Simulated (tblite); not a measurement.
C₅H₅S (doublet state).
Atom-mapped SMILES: `[CH3:1][C:2]#[C:3][CH:4][CH:5]=[S:6]` (hydrogens: H7, H8, H9 on C1; H10 on C4; H11 on C5)

Structure used (GFN2-xTB), in Å, numbered top down from 1:
```xyz
11
C5H5S angstrom
C     -2.4704    0.1879   -0.3745
C     -1.0473    0.1764   -0.1557
C      0.1484    0.1770    0.0285
C      1.5235    0.1752    0.2390
C      2.3902   -0.4847   -0.5766
S      4.0633   -0.5088   -0.3409
H     -2.7414    1.0612   -0.9695
H     -2.7768   -0.7104   -0.9104
H     -2.9979    0.2366    0.5782
H      1.8984    0.7262    1.0916
H      2.0155   -1.0341   -1.4316
```

All values are computed: GFN2-xTB (tblite) harmonic vibrations without scaling, gas phase. Against measured fundamentals such values can be off by several per cent, at times by over 20. One conformer, not necessarily the lowest. Open shells enter through the occupations alone, without spin polarisation, and single modes of such species can be off by tens of per cent.

Harmonic wavenumbers (cm⁻¹): 26.8, 91.0, 97.0, 249.6, 260.7, 294.7, 369.8, 425.9, 733.4, 832.8, 879.4, 887.5, 1003.4, 1023.2, 1171.6, 1239.8, 1264.3, 1381.9, 1438.6, 1440.3, 1463.4, 2307.9, 2989.8, 3002.3, 3006.5, 3025.9, 3057.2.

A = 31638, B = 880.1, C = 860.9 MHz; mass 97.011 u (most abundant isotopes); point group C1, symmetry number 1; spin multiplicity 2.

Question: What is the zero-point energy?

Answer: Half the sum of the wavenumbers: 16982 cm⁻¹ = 203.15 kJ/mol.

Question: Entropy at 200 K, 1 bar (ideal gas, RRHO, classical rotation)?

Answer: Translation 157.61, rotation 107.98, vibration 62.31, spin (R ln 2) 5.76: S = 333.7 J/(mol K).

Question: And Cp and H(200 K) − H(0)?

Answer: Cp = 88.91 J/(mol K), of which vibrations give 55.65 (their classical limit is 27 R = 224.5); H(200 K) − H(0) = 12.84 kJ/mol without the zero-point energy, 6.19 from vibrations.

Question: Blend soft modes into free rotors: weight 1/[1 + (100 cm⁻¹/ν̃)⁴] for the oscillator and the rest for a rotor with moment μB/(μ + B), μ = h/(8π²ν), B = 10⁻⁴⁴ kg m². What vibrational entropy results?

Answer: 54.89 J/(mol K) in place of 62.31, which changes −T·S at 200 K by +1.48 kJ/mol.

Question: Which modes carry the vibrational entropy at 200 K?

Answer: 26.8 cm⁻¹: 22.01; 91.0 cm⁻¹: 11.98; 97.0 cm⁻¹: 11.47; 249.6 cm⁻¹: 4.48; 260.7 cm⁻¹: 4.21; 294.7 cm⁻¹: 3.47 J/(mol K); the other 21 give 4.68 together.

Question: What must be added to the electronic energy to get the Gibbs energy at 200 K and 1 bar?

Answer: ZPE + [H(200 K) − H(0)] − T·S = 203.15 + 12.84 − 66.73 = 149.26 kJ/mol.

Hindered rotation and anharmonicity are outside this model. Other conformers, if any are populated, would add a mixing term that is left out. The structure is chiral; the term R ln 2 for an equal mix with its mirror image is left out.

Time: 0.21 s wall. Hardware: one thread, Arm Neoverse V2 (aarch64) (shared host). The figure is for the frequency step alone.
